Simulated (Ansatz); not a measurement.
**AlNH4 (triplet): wave-function methods side by side at distance Al1–H4 along a hydrogen transfer = 1.881 Å, cc-pVDZ**

How much of the correlation energy of AlNH4 (triplet) does each wave-function method recover here?

Computed with Ansatz 0.2.0, Gaussian basis. Level: cc-pVDZ, core rule «outside noble gas», up to 6 orbitals frozen.

Plan: UHF; CCSD(T) on ROHF; CCSD(T) on UHF; BCCD(T) on ROHF; CISD; CCSDT(Q) on ROHF; CCSDT(Q) on UHF; CASSCF and MRCISD+Q, 4 electrons in 4 orbitals; CASSCF and NEVPT2, 4 electrons in 4 orbitals.

7 further runs of the same task are left out: 6 that didn't finish, 1 set aside as unsound or not needed.

### 1 The geometry

The geometry derives from fragments relaxed apart (PBE0/def2-TZVP) and kept rigid, so it is no stationary point. A hydrogen atom is moved between rigid fragments.

6 atoms, charge 0, spin multiplicity 3.

Atoms are counted from 1 here; the program's logs count them from 0.

Bond lengths: Al1–H2 1.586 Å, Al1–H3 1.586 Å, Al1–H4 1.881 Å, H4–N5 1.089 Å, N5–H6 1.040 Å. Angles: H2–Al1–H3 120.0°, H2–Al1–H4 120.0°, H3–Al1–H4 120.0°, Al1–H4–N5 180.0°, H4–N5–H6 105.0°.

### 2 UHF

in.yaml reads:

```yaml
crystal:
  periodic: [false, false, false]
  atoms:
    - {symbol: Al, position_ang: [-1.003159, 0.022483, 0.000000]}
    - {symbol: H, position_ang: [-1.796082, 1.395868, 0.000000]}
    - {symbol: H, position_ang: [-1.796082, -1.350901, 0.000000]}
    - {symbol: H, position_ang: [0.877841, 0.022483, 0.000000]}
    - {symbol: N, position_ang: [1.966841, 0.022483, 0.000000]}
    - {symbol: H, position_ang: [2.235923, -0.981743, 0.000000]}
basis:
  gaussian: {orbitals: cc-pVDZ}
magnetization: {spin_polarized: true, initial_magnetization: 2}
hamiltonian: {xc: hf}
output: {orbitals: {seedname: orbitals}}
```

Command:

```sh
$ ansatz run in.yaml --threads 1 --pin off --events-out ev --progress --plain --max-ram 2393MiB
```

After this run come: CCSD(T) on ROHF; CCSD(T) on UHF; BCCD(T) on ROHF; CISD; CCSDT(Q) on ROHF; CCSDT(Q) on UHF; CASSCF and MRCISD+Q, 4 electrons in 4 orbitals; CASSCF and NEVPT2, 4 electrons in 4 orbitals.

Q: Predict the results of all the runs planned. Wanted: UCCSDT(Q) below the RHF energy; RMP2 from UCCSDT(Q); UMP2 from UCCSDT(Q); RCCSD from UCCSDT(Q); RCCSD(T) from UCCSDT(Q); UCCSD(T) from UCCSDT(Q); RCCSDT(Q) from UCCSDT(Q); T1 diagnostic.

The runs gave:

| quantity | value |
| --- | --- |
| UCCSDT(Q) below the RHF energy | -7.1524 eV |
| RMP2 from UCCSDT(Q) | +28.11 kcal/mol |
| UMP2 from UCCSDT(Q) | +28.68 kcal/mol |
| RCCSD from UCCSDT(Q) | +3.96 kcal/mol |
| RCCSD(T) from UCCSDT(Q) | +0.81 kcal/mol |
| UCCSD(T) from UCCSDT(Q) | +0.81 kcal/mol |
| RCCSDT(Q) from UCCSDT(Q) | +0.02 kcal/mol |
| levels within 1 kcal/mol (43 meV) | RCCSD(T), UCCSD(T), BCCD(T), RCCSDT, UCCSDT, RCCSDT(Q) |
| T1 diagnostic | 0.021 |

**Reading.** RCCSD(T) misses by +0.81 kcal/mol, 0.5 % of the correlation energy. These misses are within one basis, not against nature; the frozen cores of restricted and unrestricted runs differ, which can shift their rows.
